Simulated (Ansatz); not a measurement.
The first iterations of a band of CH₆NSi (9 atoms, charge 0, multiplicity 2).

Method: Ansatz 0.2.0, UHF/def2-SVP.

```yaml
movable_images: 5
climbing_image: yes
spring: 5.0 eV/Å²
optimiser: quadratic models (default)
start_path: through a guess of the saddle point
force_threshold: 0.05 eV/Å
iteration_limit: 10
end_points: relaxed
```

Image 0:

```xyz
9
Properties=species:S:1:pos:R:3
C -0.684 0.817 -0.854
Si 0.845 0.186 0.060
N 0.382 -0.995 1.241
H -1.210 -0.011 -1.336
H -0.403 1.542 -1.621
H -1.380 1.310 -0.171
H 1.785 -0.485 -0.877
H 1.066 -1.628 1.610
H -0.312 -0.784 1.932
```

Image 6:

```xyz
9
Properties=species:S:1:pos:R:3
C -0.664 0.791 -0.892
Si 0.854 -0.053 -0.150
N 0.439 -0.790 1.363
H -0.425 1.227 -1.864
H -1.027 1.595 -0.247
H -1.476 0.071 -1.026
H 1.352 -1.136 -1.042
H 1.025 -1.503 1.752
H 0.011 -0.250 2.091
```

| iteration | highest image above the first end (eV) | largest band force component (eV/Å) |
| --- | --- | --- |
| 1 | 0.616 | 4.568 |
| 2 | 0.165 | 1.406 |

Task: Does the band converge within its limit, and where does its top end?

Result: The forces met the threshold. It ended after 7 iterations with the highest image 0.059 eV above the first end. Another band between the same ends (5 images) ends at a top of the same energy, where a vibrational analysis finds 1 clearly imaginary mode.

The run took 2.4 min on 1 thread of Intel(R) Xeon(R) Processor @ 2.50GHz (Skylake/Cascade Lake), on a shared host, peak memory 0.17 GiB.
